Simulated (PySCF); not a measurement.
Gas-phase reaction: 2 SiHF + H₂ = 2 SiH₂F

Energies from PySCF (xtb for GFN2), thermal terms from the rigid-rotor harmonic-oscillator model, ideal gas at 1 bar. † marks an energy on the PBE0/def2-TZVP geometry and frequencies; other levels use their own. Open shells (unrestricted): SiH₂F (multiplicity 2); the rest are closed-shell singlets. GFN2 has no spin-polarisation term. B3LYP is the form with VWN-RPA correlation. SiHF, SiH₂F: computed as isolated molecules; such fragments, hydroxides, amides, oligomers or adducts are transient or little studied in the gas. The harmonic model lacks anharmonicity and excited electronic states, which grow with temperature; levels with a mode under 35 cm⁻¹ are left out.

ΔH° and ΔS° at 298 K: B3LYP/def2-TZVP† -59 kJ, -109 J/K; GFN2-xTB -67 kJ, -105 J/K; HF/def2-TZVP† -147 kJ, -109 J/K.

Task: With the heat capacities included, give log10 K (1 bar) at 500, 800, 1400, 1600, 1800 K from B3LYP/def2-TZVP†, GFN2-xTB, HF/def2-TZVP†.

Result: 
```tsv
T (K)	B3LYP/def2-TZVP†	GFN2-xTB	HF/def2-TZVP†
500	0.4	1.5	9.6
800	-2.0	-1.2	3.7
1400	-3.7	-3.1	-0.4
1600	-4.0	-3.3	-1.1
1800	-4.2	-3.6	-1.6
```
